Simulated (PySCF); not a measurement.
**AlOF: relaxation and vibrations of the singlet**

Aim: relax AlOF as a singlet from a bent start, check by its vibrations whether the end is a minimum, and collect its spectrum and constants.

Method: PBE0, basis Al def2-TZVP, O def2-TZVP, F def2-TZVP, no relativity, density fitting; program: PySCF 2.14.0.

**1. The starting structure**

3 atoms, charge 0, spin multiplicity 1.

Bond lengths: Al1–O2 1.700 Å, Al1–F3 1.900 Å. Angles: O2–Al1–F3 110.0°.

```xyz
3
charge 0 multiplicity 1
Al    0.0000    0.0000    0.0000
O    -1.3926    0.0000    0.9751
F     1.5564    0.0000    1.0898
```

**2. First SCF at the start**

The steps below are one call of a driver around PySCF. For each, scf.py gives the equivalent set-up of the SCF; relaxations use the driver's own optimiser. After this first run the driver tries any further starts and a stability analysis.

scf.py reads:

```python
from pyscf import gto, scf, dft
mol = gto.M(atom='''
Al     0.000000     0.000000     0.000000
O     -1.392600     0.000000     0.975100
F      1.556400     0.000000     1.089800''',
    basis={'Al': 'def2-TZVP', 'O': 'def2-TZVP', 'F': 'def2-TZVP'},
    charge=0, spin=0)
mf = dft.RKS(mol, xc='PBE0')
mf.grids.atom_grid = (50, 194)
aux = {'Al': 'def2-universal-JKFIT', 'O': 'def2-universal-JKFIT', 'F': 'def2-universal-JKFIT'}
mf = mf.density_fit(auxbasis=aux)
mf.conv_tol = 1e-08
mf.diis_space = 10
mf.max_cycle = 60
mf.init_guess = 'minao'
mf.verbose = 4
mf.kernel()
```

On the command line:

```bash
$ OMP_NUM_THREADS=2 python axn.py task.json out
```

What it wrote, shortened:

```text
[... the frontier levels of the middle cycles are left out ...]
init E= -417.127511381213
  HOMO = -0.426497869528952  LUMO = -0.202031997193188  gap/eV = 6.10803
cycle= 1 E= -416.867745468626  delta_E= 0.26  |g|= 1.28  |ddm|= 1.86
  HOMO = -0.0625840382528967  LUMO = -0.0303619469531849  gap/eV = 0.87681
cycle= 2 E= -410.442856991055  delta_E= 6.42  |g|= 3.65  |ddm|=  3.2
  HOMO = -0.288392503206774  LUMO = -0.173021136137159  gap/eV = 3.13941
cycle= 3 E= -417.038902058023  delta_E= -6.6  |g|= 0.973  |ddm|= 2.97
cycle= 4 E= -417.224689682013  delta_E= -0.186  |g|= 0.487  |ddm|= 0.781
cycle= 5 E= -417.253866769851  delta_E= -0.0292  |g|= 0.21  |ddm|= 0.304
cycle= 6 E= -417.26336202135  delta_E= -0.0095  |g|= 0.0874  |ddm|= 0.0981
cycle= 7 E= -417.265186163816  delta_E= -0.00182  |g|= 0.00479  |ddm|= 0.064
cycle= 8 E= -417.265195217444  delta_E= -9.05e-06  |g|= 0.00136  |ddm|= 0.00692
cycle= 9 E= -417.265197406324  delta_E= -2.19e-06  |g|= 0.000823  |ddm|= 0.00417
cycle= 10 E= -417.265198262209  delta_E= -8.56e-07  |g|= 0.000174  |ddm|= 0.00371
cycle= 11 E= -417.265198293019  delta_E= -3.08e-08  |g|= 0.000141  |ddm|= 0.000826
cycle= 12 E= -417.265198298161  delta_E= -5.14e-09  |g|= 8.14e-06  |ddm|= 0.000143
  HOMO = -0.300007261088384  LUMO = -0.193061094628071  gap/eV = 2.91015
Extra cycle  E= -417.265198298165  delta_E= -4.32e-12  |g|= 1.17e-05  |ddm|= 1.47e-05
converged SCF energy = -417.265198298165
```

This step, with its further starts and checks, ran for 2.6 s (2 threads of Arm Neoverse V1, shared host).

No lower closed-shell solution turned up in the test of internal stability.

**3. Relaxing the singlet from the bent start**

The program finds Cs symmetry in the start, which this walk keeps. The walk stops when the largest gradient is under 0.0003 Eh/bohr and the energy has settled too.

Changes to scf.py since step 2:

```diff
@@ -3,3 +3,3 @@
-Al     0.000000     0.000000     0.000000
-O     -1.392600     0.000000     0.975100
-F      1.556400     0.000000     1.089800''',
+Al    -0.117703     0.000000    -0.585739
+O     -1.510303     0.000000     0.389361
+F      1.438697     0.000000     0.504061''',
@@ -15 +14,0 @@
-mf.init_guess = 'minao'
```

Steps of the walk:

```tsv
step	energy (Eh)	change (kJ/mol)	largest symmetric gradient (Eh/bohr)
0	-417.265198	0.00	0.10724
1	-417.312070	-123.06	0.05699
2	-417.328691	-166.70	0.06208
3	-417.335350	-184.18	0.03710
4	-417.336072	-186.08	0.07433
5	-417.340209	-196.94	0.00769
6	-417.340747	-198.35	0.00716
7	-417.340965	-198.93	0.00282
8	-417.340980	-198.96	0.00011
9	-417.340980	-198.96	0.00003
```

The walk took 8.1 s.

Positions (Å) and forces (eV/Å) along the way:

```
step 0
Al  -0.118   0.000  -0.586   1.038   0.000   5.514
O   -1.510   0.000   0.389   1.440   0.000  -2.477
F    1.439   0.000   0.504  -2.479   0.000  -3.037
step 1
Al  -0.073   0.000  -0.389   0.460   0.000   2.930
O   -1.553   0.000   0.300   0.545   0.000  -1.332
F    1.437   0.000   0.396  -1.005   0.000  -1.598
step 5
Al  -0.070   0.000   0.019  -0.395   0.000   0.309
O   -1.667   0.000   0.096   0.252   0.000  -0.169
F    1.548   0.000   0.192   0.143   0.000  -0.139
step 9
Al  -0.076   0.000   0.104   0.000   0.000  -0.001
O   -1.668   0.000   0.054   0.001   0.000   0.004
F    1.554   0.000   0.150  -0.002   0.000  -0.003
```

It settles in C∞v symmetry, 199.0 kJ/mol below the start, after 9 steps: Al–F 1.631 Å, Al–O 1.593 Å; F–Al–O 179.8°.

**4. Is it a minimum? Harmonic modes**

On the finer grid the gradient is checked again; gradients at displacements of ±0.02 bohr then give force constants and infrared intensities.

Changes to scf.py since step 3:

```diff
@@ -3,3 +3,3 @@
-Al    -0.117703     0.000000    -0.585739
-O     -1.510303     0.000000     0.389361
-F      1.438697     0.000000     0.504061''',
+Al    -0.088852     0.000000    -0.002664
+O     -1.680720     0.000000    -0.050392
+F      1.541147    -0.000000     0.046207''',
@@ -9 +9 @@
-mf.grids.atom_grid = (50, 194)
+mf.grids.atom_grid = (75, 302)
@@ -12 +12 @@
-mf.conv_tol = 1e-08
+mf.conv_tol = 1e-10
```

The driver hands on the density of the step before, so the log starts near convergence.

SCF at the final geometry:

```text
init E= -417.340952601927
  HOMO = -0.29476308866496  LUMO = -0.104808609061777  gap/eV = 5.16892
cycle= 1 E= -417.340952601925  delta_E= 2.61e-12  |g|= 2.19e-06  |ddm|= 1.59e-06
  HOMO = -0.29476223934836  LUMO = -0.104808458085749  gap/eV = 5.16891
Extra cycle  E= -417.340952601921  delta_E= 3.98e-12  |g|= 6.05e-06  |ddm|= 4.12e-06
converged SCF energy = -417.340952601921
```

The whole step took 14 s.

Geometry: C∞v; Al–F 1.631 Å, Al–O 1.593 Å; F–Al–O 180.0°.

Harmonic modes (main isotopes):

| symmetry | ω (cm⁻¹) | IR (km/mol) | μ (u) | type |
| --- | --- | --- | --- | --- |
| π | 209 | 201 | 21.61 | bend |
| σ+ | 751 | 21.1 | 18.07 | stretch |
| σ+ | 1189 | 102 | 20.63 | stretch |

Every mode is real; the point is a minimum.

Constants and moments:

```yaml
Dipole_moment: 3.30 D
Highest_occupied_level: -8.02 eV
Lowest_empty_level: -2.85 eV
Rotational_constants: 0.1861 cm⁻¹
Zero-point_energy: 14.1 kJ/mol
Principal_polarisabilities: 25.7, 25.7, 32.5 bohr³
Atomisation_energy_without_zero-point_energy: 1043 kJ/mol
Principal_traceless_quadrupole_moments_about_the_centre_of_mass: -14.34, 7.17, 7.17 D Å
Entropy_at_298.15_K_and_1_bar: 245.3 J/(mol K)
Heat_capacity_Cp_at_298.15_K: 48.3 J/(mol K)
Enthalpy_at_298.15_K_above_0_K: 11.84 kJ/mol
Rotational_symmetry_number: 1
```

Populations by atom (charges in e):

| atom | Mulliken | Löwdin | polar tensor | Mayer order to Al1 |
| --- | --- | --- | --- | --- |
| Al1 | 0.76 | 0.25 | 1.28 | – |
| O2 | -0.48 | -0.25 | -0.72 | 2.25 |
| F3 | -0.28 | 0.00 | -0.56 | 1.17 |

Outer orbital energies (eV). occupied: -33.63, -24.44, -14.48, -13.15, -13.15, -9.23, -8.02, -8.02; empty: -2.85, -0.30, -0.30, 2.40.

Mulliken populations on Al1: s 4.67, p 7.03, d 0.43, f 0.11.

**5. Results**

| quantity | value |
| --- | --- |
| minimum | singlet, C∞v |
| geometry | Al–F 1.631 Å, Al–O 1.593 Å; F–Al–O 180.0° |
| wavenumbers (cm⁻¹) | 209 (π), 751 (σ+), 1189 (σ+) |
| dipole moment | 3.30 D |
| highest occupied, lowest empty level | -8.02, -2.85 eV |
| polar-tensor charge of Al1 | +1.28 e |
| zero-point energy | 14.1 kJ/mol |
| entropy at 298.15 K | 245.3 J/(mol K) |
| atomisation energy (no zero-point energy) | 1043 kJ/mol |

In words: The bent start (Cs) ends in a minimum of C∞v symmetry. The strongest infrared band lies at 209 cm⁻¹ (π, bend). Other starts or spin states, not run here, may lie lower.

The search up to here took 25 s.
